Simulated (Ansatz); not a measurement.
# C2H2S: up Jacob's ladder to CCSD(T)

The task here is to estimate one member of a computed series from the others.

Program: Ansatz 0.2.0, Gaussian basis. Level of theory: functionals in def2-TZVPP, the program's frozen cores in correlated methods. These are calculated values, not measurements.

The runs, in order: LDA (SPW92), PBE-D4, revPBE-D4, BLYP-D4, r2SCAN-D4, B97M-V, PBE0-D4, B3LYP-D4, r2SCANh-D4, r2SCAN0-D4, HSE06-D4, BHLYP-D4, CAM-B3LYP-D4, LC-ωPBE, ωB97X-V, ωB97M-V, B2PLYP, PBE-QIDH; CCSD(T)/def2-SVP; CCSD(T)/def2-TZVPP; CCSD(T)/def2-QZVPP; extrapolation to the limit; RPA on PBE.

## Structure used throughout

All runs share one geometry, relaxed beforehand with PBE0-D4 in a triple-zeta def2 set.

5 atoms, charge 0, spin multiplicity 1.

Atoms are counted from 1 here; the program's logs count them from 0.

Bond lengths: C1–C2 1.204 Å, C1–H4 1.064 Å, C2–S3 1.679 Å, S3–H5 1.346 Å. Angles: C2–C1–H4 179.3°, C1–C2–S3 175.2°, C2–S3–H5 96.7°.

The first run:

Input file in.yaml:

```yaml
crystal:
  periodic: [false, false, false]
  atoms:
    - {symbol: C, position_ang: [-1.196758, -0.341980, 0.001867]}
    - {symbol: C, position_ang: [0.000682, -0.223683, 0.026135]}
    - {symbol: S, position_ang: [1.678888, -0.197622, 0.083396]}
    - {symbol: H, position_ang: [-2.256772, -0.433404, -0.021842]}
    - {symbol: H, position_ang: [1.823860, 1.123087, -0.130956]}
basis:
  gaussian: {orbitals: def2-TZVPP}
hamiltonian: {xc: lda}
output: {orbitals: {seedname: orbitals}}
```

Steps of the session up to this table: LDA; PBE-D4 (GGA); revPBE-D4 (GGA); BLYP-D4 (GGA); r2SCAN-D4 (meta-GGA); B97M-V (meta-GGA); PBE0-D4 (hybrid); B3LYP-D4 (hybrid); r2SCANh-D4 (hybrid); r2SCAN0-D4 (hybrid); HSE06-D4 (hybrid); BHLYP-D4 (hybrid); CAM-B3LYP-D4 (range-separated); LC-ωPBE-D4 (range-separated; the results give it without D4); ωB97X-V (range-separated); ωB97M-V (range-separated); B2PLYP (double hybrid); PBE-QIDH (double hybrid).

One of the session's tables, all rows but one given; the rest of the session is left out.

It belongs to the step «Frontier levels by functional». 

| functional | HOMO (eV) | gap (eV) |
| --- | --- | --- |
| LDA (SPW92) | -5.97 | 4.51 |
| PBE-D4 | -5.83 | 4.52 |
| revPBE-D4 | -5.77 | 4.53 |
| BLYP-D4 | -5.66 | 4.47 |
| r2SCAN-D4 | -6.04 | 5.01 |
| B97M-V | -6.06 | 5.05 |
| PBE0-D4 | -6.97 | 6.66 |
| B3LYP-D4 | -6.74 | 6.17 |
| r2SCANh-D4 | -6.47 | 5.80 |
| r2SCAN0-D4 | -7.11 | 6.97 |
| HSE06-D4 | ? | ? |
| BHLYP-D4 | -7.97 | 8.68 |
| CAM-B3LYP-D4 | -8.25 | 9.05 |
| LC-ωPBE | -9.62 | 11.64 |
| ωB97X-V | -9.24 | 11.14 |
| ωB97M-V | -9.09 | 10.81 |

**Question.** Estimate the row for HSE06-D4.

**Answer.** HOMO (eV): -6.57; gap (eV): 5.88. In the column «HOMO (eV)» it lies between B3LYP-D4 (-6.74) and r2SCANh-D4 (-6.47).
